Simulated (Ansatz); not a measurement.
# SiB₂H₆: one structure at several levels

The atoms stand at a structure displaced at random from a GFN2-xTB minimum. How far do the functionals agree with CCSD(T) there?

The runs use Ansatz 0.2.0, Gaussian basis; single points in def2-TZVPP.

Cores are frozen in the correlated methods.

## (1) Where the work starts

9 atoms, charge 0, spin multiplicity 1.

Atoms are counted from 1 here; the program's logs count them from 0.

Bond lengths: B1–B2 1.595 Å, B1–H5 1.191 Å, B2–Si3 2.201 Å, B2–H6 1.241 Å, Si3–H7 1.480 Å, Si3–H8 1.370 Å, Si3–H9 1.297 Å. Angles: B2–B1–H5 129.2°, B1–B2–Si3 119.5°, B1–B2–H6 129.5°, Si3–B2–H6 110.3°, B2–Si3–H7 116.5°, B2–Si3–H8 96.1°, B2–Si3–H9 108.9°, H7–Si3–H8 115.1°, H7–Si3–H9 115.7°, H8–Si3–H9 102.0°.

Geometry (Å):

```csv
atom,x (Å),y (Å),z (Å)
B1,-1.00970,0.98660,-0.97360
B2,0.06420,0.87650,0.20070
Si3,0.90110,-1.09100,0.72180
H4,-2.47610,0.79620,-0.68610
H5,-0.84600,0.93060,-2.15180
H6,0.41160,1.72720,1.03530
H7,0.66960,-2.18420,-0.24790
H8,2.20200,-0.67370,0.82640
H9,0.60340,-1.35970,1.95480
```

## (2) CCSD(T)/def2-TZVPP

Input file run/in.yaml:

```yaml
crystal:
  periodic: [false, false, false]
  atoms:
    - {symbol: B, position_ang: [-1.009700, 0.986600, -0.973600]}
    - {symbol: B, position_ang: [0.064200, 0.876500, 0.200700]}
    - {symbol: Si, position_ang: [0.901100, -1.091000, 0.721800]}
    - {symbol: H, position_ang: [-2.476100, 0.796200, -0.686100]}
    - {symbol: H, position_ang: [-0.846000, 0.930600, -2.151800]}
    - {symbol: H, position_ang: [0.411600, 1.727200, 1.035300]}
    - {symbol: H, position_ang: [0.669600, -2.184200, -0.247900]}
    - {symbol: H, position_ang: [2.202000, -0.673700, 0.826400]}
    - {symbol: H, position_ang: [0.603400, -1.359700, 1.954800]}
basis:
  gaussian: {orbitals: def2-TZVPP}
correlation: {method: ccsd_t}
output: {forces: true}
```

The command line of these runs was not kept.

## (3) PBE0-D4/def2-TZVPP

Changes to run/in.yaml since step 2:

```diff
@@ -14,3 +14,3 @@
   gaussian: {orbitals: def2-TZVPP}
-correlation: {method: ccsd_t}
-output: {forces: true}
+hamiltonian: {xc: pbe0, dispersion: d4}
+output: {forces: true, orbitals: {seedname: orbitals}}
```

## (4) wB97M-V/def2-TZVPP

Changes to run/in.yaml since step 3:

```diff
@@ -14,3 +14,3 @@
   gaussian: {orbitals: def2-TZVPP}
-hamiltonian: {xc: pbe0, dispersion: d4}
-output: {forces: true, orbitals: {seedname: orbitals}}
+hamiltonian: {xc: {name: wB97M-V}}
+output: {forces: true}
```

## (5) r2SCAN-D4/def2-TZVPP

Changes to run/in.yaml since step 4:

```diff
@@ -14,3 +14,3 @@
   gaussian: {orbitals: def2-TZVPP}
-hamiltonian: {xc: {name: wB97M-V}}
+hamiltonian: {xc: r2scan, dispersion: d4}
 output: {forces: true}
```

## (6) PBE-D4/def2-TZVPP

Changes to run/in.yaml since step 5:

```diff
@@ -14,3 +14,3 @@
   gaussian: {orbitals: def2-TZVPP}
-hamiltonian: {xc: r2scan, dispersion: d4}
+hamiltonian: {xc: pbe, dispersion: d4}
 output: {forces: true}
```

## (7) HSE06-D4/def2-TZVPP

Changes to run/in.yaml since step 6:

```diff
@@ -14,3 +14,3 @@
   gaussian: {orbitals: def2-TZVPP}
-hamiltonian: {xc: pbe, dispersion: d4}
+hamiltonian: {xc: hse06, dispersion: d4}
 output: {forces: true}
```

## (8) revPBE-D4/def2-TZVPP

Changes to run/in.yaml since step 7:

```diff
@@ -14,3 +14,3 @@
   gaussian: {orbitals: def2-TZVPP}
-hamiltonian: {xc: hse06, dispersion: d4}
+hamiltonian: {xc: {name: revPBE}, dispersion: d4}
 output: {forces: true}
```

(Steps that only read results are left out.)

Before running it: what results should come out? Wanted: energy less free atoms, CCSD(T)/def2-TZVPP; RMS force component; RMS force error; HOMO and LUMO, PBE0-D4; T1 diagnostic.

**Answer**, as computed:

```
                                  quantity                                                                                              value
energy less free atoms, CCSD(T)/def2-TZVPP                                                                                     -2551.5 kJ/mol
                       RMS force component                                                               1.810 to 1.872 eV/Å over the methods
                           RMS force error  PBE0-D4 0.134, wB97M-V 0.098, r2SCAN-D4 0.174, PBE-D4 0.263, HSE06-D4 0.136, revPBE-D4 0.269 eV/Å
                    HOMO and LUMO, PBE0-D4                                                                                 -7.80 and -2.23 eV
                             T1 diagnostic                                                                                              0.016
```

**Reading.** Against CCSD(T) the functionals' energies less atoms differ by -100.8 to -44.8 kJ/mol, PBE-D4 by -83.4 kJ/mol. A larger basis would deepen the CCSD(T) value, while the functionals are nearly converged already, so the order here is not reliable. For forces wB97M-V does best and revPBE-D4 worst. Frozen-core CCSD(T) forces in triple zeta carry basis errors of their own, and this is one geometry, so small gaps rank nothing.
